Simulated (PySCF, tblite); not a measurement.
# HBrN₂, a complex of two parts: NMR shifts, interaction energy, infrared bands, spin-spin couplings and core binding energies

The task here is to estimate one member of a computed series from the others.

Programs: tblite 0.8.0 and PySCF 2.14.0. All values are calculated, for the isolated system unless a continuum is named. Atoms count from 0, parts from 1.

## Starting point

4 atoms, charge 0, multiplicity 1; geometry: rigid parts in contact. Parts: 1 = atoms 0–1, `Br`, charge 0; 2 = atoms 2–3, `N#N`, charge 0.

Set-up of the first run:

What the job is given:

```
{"job": {"kind": "dock", "xc": "GFN2-xTB", "basis": "xTB"}, "charge": 0, "multiplicity": 1, "parts": [{"atoms": "0-1", "charge": 0, "multiplicity": 1}, {"atoms": "2-3", "charge": 0, "multiplicity": 1}]}
Br     0.700753    -0.003292    -0.005311
H     -0.700753     0.003292     0.005311
N     -2.373546     2.016504    -0.360595
N     -2.381213     0.992183     0.035378
```

Level: GFN2-xTB search for minima from random contacts, gas phase.

Run with:

```bash
$ OMP_NUM_THREADS=1 python cluster_run.py task.json out
```

This one command runs all jobs of the session in turn.

Among the steps run: Search for minima with GFN2-xTB; Geometry optimisation at PBE0-D3(BJ)/def2-TZVPD; Shielding tensors: PBE0/pcSseg-2; Coupled-cluster interaction energy: CCSD(T) and MP2.

One of the session's tables, all rows but one given; the rest of the session is left out.

It belongs to the step «Coupled-cluster interaction energy: CCSD(T) and MP2». 

```
                 method  interaction energy (kcal/mol)
         HF/aug-cc-pVDZ                           0.08
        MP2/aug-cc-pVDZ                          -1.13
       CCSD/aug-cc-pVDZ                          -0.74
    CCSD(T)/aug-cc-pVDZ                          -0.89
         HF/aug-cc-pVQZ                           0.09
        MP2/aug-cc-pVQZ                          -1.33
    SCS-MP2/aug-cc-pVQZ                          -1.02
      MP2, extrapolated                              ?
CCSD(T), limit estimate                          -1.12
```

Q: Estimate the row for MP2, extrapolated from the others.

**Answer.** interaction energy (kcal/mol): -1.37. In the column «interaction energy (kcal/mol)» it is the lowest.
